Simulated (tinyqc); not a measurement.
CCSD on RHF in the sto-3g basis, for H2O, spin multiplicity 1, step by step (part 1 of 2). Computed by tinyqc, a small Python program that keeps every step (integrals from PySCF). Settings: charge = 0, multiplicity = 1, basis = sto-3g, method = RHF, energy threshold = 1e-10, iteration cap = 69, orthogonalisation = symmetric, start = core, DIIS depth = 6, amplitude equations = CCSD, DIIS depth for amplitudes = 4, cap on updates = 70. Command: `OMP_NUM_THREADS=1 python tinyqc.py 23239 23240 out.jsonl` (the two numbers bound the seeds that draw the settings). One thread of a shared host (Intel(R) Xeon(R) Processor @ 2.60GHz), about 0.3 s of CPU time with the checks. Later iterations appear only in the table of the cycle.

## One-electron integrals

Geometry (angstrom):
```
atom         x          y         z
O     0.000000   0.000000  0.000000
H     0.000000   0.890000  0.740000
H     0.000000  -0.890000  0.740000
```

Basis sto-3g: exponents (1/bohr^2) and contraction coefficients of normalised primitives:
```
element  l (shell)    exponent  coefficient
O            s (1)  130.709320     0.154329
O            s (1)   23.808861     0.535328
O            s (1)    6.443608     0.444635
O            s (2)    5.033151    -0.099967
O            s (2)    1.169596     0.399513
O            s (2)    0.380389     0.700115
O            p (3)    5.033151     0.155916
O            p (3)    1.169596     0.607684
O            p (3)    0.380389     0.391957
H            s (1)    3.425251     0.154329
H            s (1)    0.623914     0.535328
H            s (1)    0.168855     0.444635
```

Overlap, kinetic and nuclear-attraction integrals over the contracted functions; the nuclear repulsion is the sum of Za Zb / Rab.

nuclear repulsion = 7.61234121 hartree

overlap S, lower triangle:
```
           1O 1s     1O 2s    1O 2px     1O 2py    1O 2pz     2H 1s     3H 1s
1O 1s   1.000000
1O 2s   0.236704  1.000000
1O 2px  0.000000  0.000000  1.000000
1O 2py  0.000000  0.000000  0.000000   1.000000
1O 2pz  0.000000  0.000000  0.000000   0.000000  1.000000
2H 1s   0.033513  0.353566  0.000000   0.244974  0.203686  1.000000
3H 1s   0.033513  0.353566  0.000000  -0.244974  0.203686  0.169259  1.000000
```

kinetic energy T (hartree), lower triangle:
```
            1O 1s     1O 2s    1O 2px     1O 2py    1O 2pz      2H 1s     3H 1s
1O 1s   29.003200
1O 2s   -0.168011  0.808128
1O 2px   0.000000  0.000000  2.528731
1O 2py   0.000000  0.000000  0.000000   2.528731
1O 2pz   0.000000  0.000000  0.000000   0.000000  2.528731
2H 1s   -0.008914  0.052577  0.000000   0.118807  0.098783   0.760032
3H 1s   -0.008914  0.052577  0.000000  -0.118807  0.098783  -0.005569  0.760032
```

nuclear attraction V (hartree), lower triangle:
```
             1O 1s      1O 2s     1O 2px     1O 2py     1O 2pz      2H 1s      3H 1s
1O 1s   -61.532836
1O 2s    -7.399517  -9.963125
1O 2px    0.000000   0.000000  -9.837304
1O 2py    0.000000   0.000000   0.000000  -9.930743
1O 2pz   -0.013575  -0.167439   0.000000   0.000000  -9.901901
2H 1s    -1.071856  -2.671941   0.000000  -1.621966  -1.392184  -5.120687
3H 1s    -1.071856  -2.671941   0.000000   1.621966  -1.392184  -0.954239  -5.120687
```

core Hamiltonian H = T + V (hartree), lower triangle:
```
             1O 1s      1O 2s     1O 2px     1O 2py     1O 2pz      2H 1s      3H 1s
1O 1s   -32.529636
1O 2s    -7.567528  -9.154997
1O 2px    0.000000   0.000000  -7.308573
1O 2py    0.000000   0.000000   0.000000  -7.402012
1O 2pz   -0.013575  -0.167439   0.000000   0.000000  -7.373170
2H 1s    -1.080769  -2.619363   0.000000  -1.503159  -1.293401  -4.360655
3H 1s    -1.080769  -2.619363   0.000000   1.503159  -1.293401  -0.959808  -4.360655
```

## Two-electron integrals

Functions are numbered as in S; the eight-fold symmetry (ij|kl) = (ji|kl) = (kl|ij) leaves the list below.

Two-electron integrals (ij|kl) in chemists' order, unique and non-zero (hartree):
```
(11|11) 4.785065    (21|11) 0.741380    (21|21) 0.136873    (22|11) 1.118947
(22|21) 0.256633    (22|22) 0.817206    (31|31) 0.024477    (32|31) 0.037809
(32|32) 0.180518    (33|11) 1.115814    (33|21) 0.256684    (33|22) 0.817023
(33|33) 0.880159    (41|41) 0.024477    (42|41) 0.037809    (42|42) 0.180518
(43|43) 0.047444    (44|11) 1.115814    (44|21) 0.256684    (44|22) 0.817023
(44|33) 0.785270    (44|44) 0.880159    (51|51) 0.024477    (52|51) 0.037809
(52|52) 0.180518    (53|53) 0.047444    (54|54) 0.047444    (55|11) 1.115814
(55|21) 0.256684    (55|22) 0.817023    (55|33) 0.785270    (55|44) 0.785270
(55|55) 0.880159    (61|11) 0.106166    (61|21) 0.019454    (61|22) 0.036305
(61|33) 0.036235    (61|41) 0.000680    (61|42) 0.001284    (61|44) 0.036364
(61|51) 0.000566    (61|52) 0.001068    (61|54) 0.000107    (61|55) 0.036324
(61|61) 0.002800    (62|11) 0.281978    (62|21) 0.065588    (62|22) 0.234175
(62|33) 0.230026    (62|41) 0.003787    (62|42) 0.030049    (62|44) 0.237248
(62|51) 0.003148    (62|52) 0.024984    (62|54) 0.006005    (62|55) 0.235018
(62|61) 0.009522    (62|62) 0.086080    (63|31) 0.006568    (63|32) 0.039295
(63|43) 0.006092    (63|53) 0.005065    (63|63) 0.011703    (64|11) 0.163918
(64|21) 0.038592    (64|22) 0.147116    (64|33) 0.140588    (64|41) 0.008506
(64|42) 0.056974    (64|44) 0.157047    (64|51) 0.001612    (64|52) 0.014699
(64|54) 0.008620    (64|55) 0.143544    (64|61) 0.005827    (64|62) 0.065750
(64|64) 0.061357    (65|11) 0.136292    (65|21) 0.032088    (65|22) 0.122321
(65|33) 0.116893    (65|41) 0.001612    (65|42) 0.014699    (65|44) 0.120448
(65|51) 0.007908    (65|52) 0.051517    (65|54) 0.009048    (65|55) 0.129482
(65|61) 0.004845    (65|62) 0.054669    (65|64) 0.041285    (65|65) 0.046030
(66|11) 0.449357    (66|21) 0.106190    (66|22) 0.436715    (66|33) 0.419922
(66|41) 0.007320    (66|42) 0.081850    (66|44) 0.449392    (66|51) 0.006087
(66|52) 0.068055    (66|54) 0.024503    (66|55) 0.440296    (66|61) 0.015516
(66|62) 0.210455    (66|64) 0.183483    (66|65) 0.152559    (66|66) 0.774606
(71|11) 0.106166    (71|21) 0.019454    (71|22) 0.036305    (71|33) 0.036235
(71|41) -0.000680   (71|42) -0.001284   (71|44) 0.036364    (71|51) 0.000566
(71|52) 0.001068    (71|54) -0.000107   (71|55) 0.036324    (71|61) 0.002759
(71|62) 0.009236    (71|64) 0.005208    (71|65) 0.004704    (71|66) 0.014940
(71|71) 0.002800    (72|11) 0.281978    (72|21) 0.065588    (72|22) 0.234175
(72|33) 0.230026    (72|41) -0.003787   (72|42) -0.030049   (72|44) 0.237248
(72|51) 0.003148    (72|52) 0.024984    (72|54) -0.006005   (72|55) 0.235018
(72|61) 0.009236    (72|62) 0.068624    (72|64) 0.036468    (72|65) 0.042358
(72|66) 0.135433    (72|71) 0.009522    (72|72) 0.086080    (73|31) 0.006568
(73|32) 0.039295    (73|43) -0.006092   (73|53) 0.005065    (73|63) 0.008993
(73|73) 0.011703    (74|11) -0.163918   (74|21) -0.038592   (74|22) -0.147116
(74|33) -0.140588   (74|41) 0.008506    (74|42) 0.056974    (74|44) -0.157047
(74|51) -0.001612   (74|52) -0.014699   (74|54) 0.008620    (74|55) -0.143544
(74|61) -0.005208   (74|62) -0.036468   (74|64) -0.010844   (74|65) -0.022081
(74|66) -0.065874   (74|71) -0.005827   (74|72) -0.065750   (74|74) 0.061357
(75|11) 0.136292    (75|21) 0.032088    (75|22) 0.122321    (75|33) 0.116893
(75|41) -0.001612   (75|42) -0.014699   (75|44) 0.120448    (75|51) 0.007908
(75|52) 0.051517    (75|54) -0.009048   (75|55) 0.129482    (75|61) 0.004704
(75|62) 0.042358    (75|64) 0.022081    (75|65) 0.034757    (75|66) 0.091068
(75|71) 0.004845    (75|72) 0.054669    (75|74) -0.041285   (75|75) 0.046030
(76|11) 0.094093    (76|21) 0.022111    (76|22) 0.086457    (76|33) 0.084320
(76|44) 0.085924    (76|51) 0.001609    (76|52) 0.015562    (76|55) 0.089031
(76|61) 0.003180    (76|62) 0.032096    (76|64) 0.021352    (76|65) 0.022937
(76|66) 0.084019    (76|71) 0.003180    (76|72) 0.032096    (76|74) -0.021352
(76|75) 0.022937    (76|76) 0.015352    (77|11) 0.449357    (77|21) 0.106190
(77|22) 0.436715    (77|33) 0.419922    (77|41) -0.007320   (77|42) -0.081850
(77|44) 0.449392    (77|51) 0.006087    (77|52) 0.068055    (77|54) -0.024503
(77|55) 0.440296    (77|61) 0.014940    (77|62) 0.135433    (77|64) 0.065874
(77|65) 0.091068    (77|66) 0.295054    (77|71) 0.015516    (77|72) 0.210455
(77|74) -0.183483   (77|75) 0.152559    (77|76) 0.084019    (77|77) 0.774606
```

## Orthogonalisation

S = U s U^T; symmetric (Loewdin) form X = U s^(-1/2) U^T, so that X^T S X = 1.

eigenvalues of S: 0.469280  0.558738  0.883596  1.000000  1.105923  1.272003  1.710460

X, lower triangle:
```
            1O 1s      1O 2s    1O 2px     1O 2py     1O 2pz      2H 1s     3H 1s
1O 1s    1.023407
1O 2s   -0.134626   1.132178
1O 2px   0.000000   0.000000  1.000000
1O 2py   0.000000   0.000000  0.000000   1.058706
1O 2pz  -0.006687   0.062028  0.000000   0.000000   1.034896
2H 1s    0.017662  -0.197789  0.000000  -0.154952  -0.111706   1.107204
3H 1s    0.017662  -0.197789  0.000000   0.154952  -0.111706  -0.058562  1.107204
```

## Starting guess

The start is the orbitals of the core Hamiltonian; D = 2 C_occ C_occ^T.

D at the start, lower triangle:
```
            1O 1s      1O 2s    1O 2px     1O 2py     1O 2pz     2H 1s     3H 1s
1O 1s    2.128352
1O 2s   -0.558774   2.428891
1O 2px   0.000000   0.000000  2.000000
1O 2py   0.000000   0.000000  0.000000   2.202391
1O 2pz  -0.034423   0.196163  0.000000   0.000000   2.120595
2H 1s    0.060088  -0.256889  0.000000  -0.257652  -0.186888  0.070428
3H 1s    0.060088  -0.256889  0.000000   0.257652  -0.186888  0.010144  0.070428
```

## Iteration 1: building the Fock matrix

J_ij = sum D_kl (ij|kl), K_ij = sum D_kl (ik|jl); F = H + J - 0.5 K; E = tr D H + tr D J / 2 - 0.25 tr D K + E_nn.

Coulomb J (hartree), lower triangle:
```
            1O 1s      1O 2s    1O 2px     1O 2py    1O 2pz     2H 1s     3H 1s
1O 1s   18.659005
1O 2s    3.560225   8.833947
1O 2px   0.000000   0.000000  8.828407
1O 2py   0.000000   0.000000  0.000000   8.824785
1O 2pz   0.003367  -0.000956  0.000000   0.000000  8.825250
2H 1s    0.506349   2.445007  0.000000   1.506099  1.250699  4.371433
3H 1s    0.506349   2.445007  0.000000  -1.506099  1.250699  0.878996  4.371433
```

exchange K (hartree), lower triangle:
```
           1O 1s     1O 2s    1O 2px     1O 2py    1O 2pz     2H 1s     3H 1s
1O 1s   9.847851
1O 2s   1.719811  2.869844
1O 2px  0.000000  0.000000  2.366689
1O 2py  0.000000  0.000000  0.000000   2.365882
1O 2pz  0.001288  0.004886  0.000000   0.000000  2.364179
2H 1s   0.259115  0.685411  0.000000   0.315328  0.260773  0.267485
3H 1s   0.259115  0.685411  0.000000  -0.315328  0.260773  0.157752  0.267485
```

Fock matrix F (hartree), lower triangle:
```
             1O 1s      1O 2s    1O 2px     1O 2py     1O 2pz      2H 1s      3H 1s
1O 1s   -18.794557
1O 2s    -4.867208  -1.755973
1O 2px    0.000000   0.000000  0.336489
1O 2py    0.000000   0.000000  0.000000   0.239832
1O 2pz   -0.010853  -0.170838  0.000000   0.000000   0.269991
2H 1s    -0.703978  -0.517062  0.000000  -0.154723  -0.173088  -0.122964
3H 1s    -0.703978  -0.517062  0.000000   0.154723  -0.173088  -0.159689  -0.122964
```

total energy of this density = -73.29199233 hartree

## Iteration 1: diagonalisation and new density

Diagonalise F' = X^T F X, C = X C', fill 5 alpha and 5 beta electrons from the bottom; D = 2 C_occ C_occ^T. Each column has its largest component positive (the first on a tie).

F' = X^T F X (hartree), lower triangle:
```
            1          2         3          4          5          6         7
1  -18.421581
2   -2.627462  -0.755992
3    0.000000   0.000000  0.336489
4    0.000000   0.000000  0.000000   0.372110
5   -0.020590  -0.063515  0.000000   0.000000   0.349034
6   -0.073717  -0.277683  0.000000  -0.244368  -0.191090   0.115474
7   -0.073717  -0.277683  0.000000   0.244368  -0.191090  -0.057748  0.115474
```

orbital energies (hartree): MO1 -18.805496, MO2 -0.626387, MO3 -0.086946, MO4 0.123123, MO5 0.336489, MO6 0.537948, MO7 0.632277

coefficients C:
```
              MO1        MO2        MO3        MO4       MO5        MO6        MO7
1O 1s    0.993451  -0.224949   0.000000  -0.154048  0.000000  -0.069838   0.000000
1O 2s    0.027811   0.806153   0.000000   0.738527  0.000000   0.431233   0.000000
1O 2px   0.000000   0.000000   0.000000   0.000000  1.000000   0.000000   0.000000
1O 2py   0.000000   0.000000   0.461681   0.000000  0.000000   0.000000   0.977614
1O 2pz   0.002707   0.171793   0.000000  -0.479775  0.000000   0.916600   0.000000
2H 1s   -0.004937   0.205607   0.565368  -0.491911  0.000000  -0.563436  -0.619576
3H 1s   -0.004937   0.205607  -0.565368  -0.491911  0.000000  -0.563436   0.619576
```

D after iteration 1, lower triangle:
```
            1O 1s      1O 2s    1O 2px     1O 2py    1O 2pz      2H 1s     3H 1s
1O 1s    2.122556
1O 2s   -0.534966   2.392155
1O 2px   0.000000   0.000000  2.000000
1O 2py   0.000000   0.000000  0.000000   0.426299
1O 2pz   0.075907  -0.431520  0.000000   0.000000  0.519408
2H 1s    0.049244  -0.395353  0.000000   0.522040  0.542630   1.207833
3H 1s    0.049244  -0.395353  0.000000  -0.522040  0.542630  -0.070732  1.207833
```

## Iteration 8 (converged): orbitals

converged F (hartree), lower triangle:
```
             1O 1s      1O 2s     1O 2px     1O 2py     1O 2pz      2H 1s      3H 1s
1O 1s   -20.267556
1O 2s    -5.165270  -2.403994
1O 2px    0.000000   0.000000  -0.390427
1O 2py    0.000000   0.000000   0.000000  -0.210017
1O 2pz   -0.023958  -0.060262   0.000000   0.000000  -0.251501
2H 1s    -0.745758  -0.726172   0.000000  -0.335922  -0.317223  -0.370985
3H 1s    -0.745758  -0.726172   0.000000   0.335922  -0.317223  -0.222311  -0.370985
```

As before.

F' = X^T F X (hartree), lower triangle:
```
            1          2          3          4          5          6          7
1  -19.894759
2   -2.679805  -1.343112
3    0.000000   0.000000  -0.390427
4    0.000000   0.000000   0.000000  -0.022108
5   -0.051455   0.096670   0.000000   0.000000  -0.132855
6   -0.071692  -0.364654   0.000000  -0.369419  -0.293063  -0.032977
7   -0.071692  -0.364654   0.000000   0.369419  -0.293063  -0.063564  -0.032977
```

orbital energies (hartree): MO1 -20.275665, MO2 -1.195440, MO3 -0.518862, MO4 -0.435910, MO5 -0.390427, MO6 0.439748, MO7 0.527340

coefficients C:
```
              MO1        MO2        MO3        MO4       MO5        MO6        MO7
1O 1s    0.994540  -0.241809   0.000000   0.090010  0.000000  -0.102331   0.000000
1O 2s    0.023346   0.904933   0.000000  -0.457081  0.000000   0.594700   0.000000
1O 2px   0.000000   0.000000   0.000000   0.000000  1.000000   0.000000   0.000000
1O 2py   0.000000   0.000000   0.616240   0.000000  0.000000   0.000000   0.888328
1O 2pz   0.002830   0.072875   0.000000   0.728570  0.000000   0.750817   0.000000
2H 1s   -0.004123   0.135965   0.455721   0.349648  0.000000  -0.678953  -0.704154
3H 1s   -0.004123   0.135965  -0.455721   0.349648  0.000000  -0.678953   0.704154
```

D after iteration 8, lower triangle:
```
            1O 1s      1O 2s    1O 2px     1O 2py    1O 2pz      2H 1s     3H 1s
1O 1s    2.111367
1O 2s   -0.473487   2.056744
1O 2px   0.000000   0.000000  2.000000
1O 2py   0.000000   0.000000  0.000000   0.759504
1O 2pz   0.101543  -0.534006  0.000000   0.000000  1.072265
2H 1s   -0.011012  -0.073750  0.000000   0.561668  0.529280   0.696879
3H 1s   -0.011012  -0.073750  0.000000  -0.561668  0.529280  -0.133849  0.696879
```

## Convergence

Stop when the energy changes by less than 1e-10 hartree and every element of the error matrix X^T (F D S - S D F) X is below 3e-06.

Course of the cycle:
```
iteration   E (hartree)     change  largest element of the error matrix
1          -73.29199233          -                             4.98e-01
2          -74.71284836  -1.42e+00                             3.31e-01
3          -74.91385772  -2.01e-01                             5.93e-02
4          -74.91861657  -4.76e-03                             1.33e-02
5          -74.91891548  -2.99e-04                             3.19e-03
6          -74.91895806  -4.26e-05                             5.29e-04
7          -74.91895850  -4.49e-07                             6.70e-06
8          -74.91895851  -9.83e-11                             1.22e-07
```

PySCF RHF in the same basis = -74.91895851 hartree

Converged in 8 iterations.

## Populations, bond orders and dipole

Mulliken: Z minus the diagonal of D S on the atom; Loewdin: the same with S^(1/2) D S^(1/2); Mayer order: 2 sum_s sum (D(s) S)_ij (D(s) S)_ji over the two atoms.

Charges (e):
```
atom   Mulliken    Loewdin
1O    -0.213640  -0.157886
2H     0.106820   0.078943
3H     0.106820   0.078943
```

Mayer bond orders:
```
pair     order
2-1   0.983387
3-1   0.983387
3-2   0.005202
```

dipole moment about the origin, x y z (debye): 0.000000  0.000000  1.468913

## Integrals over molecular orbitals

(pq|rs) = sum C_ip C_jq C_kr C_ls (ij|kl), one index at a time.

one-electron integrals over orbitals h = C^T H C (hartree), lower triangle:
```
            1          2          3          4          5          6          7
1  -32.513357
2    0.572602  -7.542990
3    0.000000   0.000000  -5.912072
4   -0.200725   0.544249   0.000000  -6.438005
5    0.000000   0.000000   0.000000   0.000000  -7.308573
6    0.234459  -1.148147   0.000000  -1.398176   0.000000  -5.299020
7    0.000000   0.000000  -1.781903   0.000000   0.000000   0.000000  -5.452603
```

Two-electron integrals over orbitals (pq|rs), unique and non-zero (hartree):
```
(11|11) 4.747391    (21|11) -0.433054   (21|21) 0.062369    (22|11) 1.027242
(22|21) -0.015902   (22|22) 0.726188    (31|31) 0.010726    (32|31) 0.016779
(32|32) 0.125970    (33|11) 0.755261    (33|21) -0.004866   (33|22) 0.608453
(33|33) 0.583490    (41|11) 0.159641    (41|21) -0.021451   (41|22) 0.011533
(41|33) 0.005326    (41|41) 0.022918    (42|11) -0.151392   (42|21) 0.007750
(42|22) -0.031409   (42|33) 0.003008    (42|41) 0.017924    (42|42) 0.129645
(43|31) -0.002429   (43|32) 0.028459    (43|43) 0.058981    (44|11) 0.908262
(44|21) -0.010586   (44|22) 0.652320    (44|33) 0.556445    (44|41) -0.007808
(44|42) -0.087292   (44|44) 0.674777    (51|51) 0.025943    (52|51) 0.033474
(52|52) 0.152405    (53|53) 0.025986    (54|51) -0.011473   (54|52) -0.043161
(54|54) 0.045914    (55|11) 1.115363    (55|21) -0.012283   (55|22) 0.757860
(55|33) 0.595533    (55|41) 0.004512    (55|42) -0.082466   (55|44) 0.675362
(55|55) 0.880159    (61|11) -0.183027   (61|21) 0.028004    (61|22) -0.002157
(61|33) 0.000769    (61|41) 0.004055    (61|42) 0.020942    (61|44) -0.014579
(61|55) -0.005017   (61|61) 0.024649    (62|11) 0.251174    (62|21) -0.005798
(62|22) 0.126575    (62|33) 0.064376    (62|41) 0.018368    (62|42) 0.036496
(62|44) 0.054556    (62|55) 0.134218    (62|61) 0.011417    (62|62) 0.093297
(63|31) 0.002573    (63|32) -0.033668   (63|43) -0.039717   (63|63) 0.073764
(64|11) 0.286771    (64|21) -0.003985   (64|22) 0.138164    (64|33) 0.051448
(64|41) 0.000541    (64|42) -0.055424   (64|44) 0.132634    (64|55) 0.160670
(64|61) -0.002565   (64|62) 0.057247    (64|64) 0.108437    (65|51) 0.012150
(65|52) 0.048166    (65|54) 0.007731    (65|65) 0.033356    (66|11) 0.781571
(66|21) -0.007637   (66|22) 0.590800    (66|33) 0.543292    (66|41) 0.016677
(66|42) 0.043036    (66|44) 0.543307    (66|55) 0.577166    (66|61) 0.008887
(66|62) 0.091091    (66|64) 0.057470    (66|66) 0.577872    (71|31) 0.014102
(71|32) 0.021152    (71|43) -0.003222   (71|63) 0.002874    (71|71) 0.018565
(72|31) 0.015054    (72|32) 0.057883    (72|43) -0.029589   (72|63) 0.028321
(72|71) 0.019003    (72|72) 0.069465    (73|11) 0.373013    (73|21) -0.006926
(73|22) 0.171310    (73|33) 0.088913    (73|41) -0.000198   (73|42) -0.078764
(73|44) 0.134334    (73|55) 0.206305    (73|61) -0.005431   (73|62) 0.064435
(73|64) 0.109486    (73|66) 0.047443    (73|73) 0.163602    (74|31) -0.007902
(74|32) -0.070992   (74|43) -0.018931   (74|63) 0.056994    (74|71) -0.010450
(74|72) -0.016633   (74|74) 0.072728    (75|53) 0.023879    (75|75) 0.024884
(76|31) 0.007033    (76|32) 0.080354    (76|43) 0.065917    (76|63) -0.064574
(76|71) 0.009100    (76|72) -0.003691   (76|74) -0.061648   (76|76) 0.110103
(77|11) 0.822367    (77|21) -0.008611   (77|22) 0.601520    (77|33) 0.573424
(77|41) 0.003626    (77|42) -0.017745   (77|44) 0.566563    (77|55) 0.600720
(77|61) -0.003065   (77|62) 0.057698    (77|64) 0.052799    (77|66) 0.544529
(77|73) 0.093130    (77|77) 0.585844
```
